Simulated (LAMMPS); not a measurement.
**Diamond-structure Si**

Computed with the machine-learned potential SNAP Si_Zuo_JPCA2020.snap (LAMMPS).

Cell: relaxed at this level.

lattice parameter a: 5.474 Å
volume per atom: 20.50 Å³/atom
vacancy formation energy: 2.69 eV

Measured, for comparison: lattice constant a 5.421 Å, equilibrium volume per atom 19.91 Å³/atom (static lattice: zero-point anharmonic expansion removed; as tabulated in Mejia-Rodriguez and Trickey (2018), arXiv:1807.09216); vacancy formation energy 3.6 eV (not corrected to a static lattice, monovacancy; as tabulated in Garrity and Choudhary (2023), arXiv:2112.11585). Computed (rounded) less measured: lattice constant a +1.0 %, equilibrium volume per atom +3.0 %, vacancy formation energy -0.91 eV.

A machine-learned potential is trained on density-functional data: it inherits that level's misses and adds fitting errors of its own.
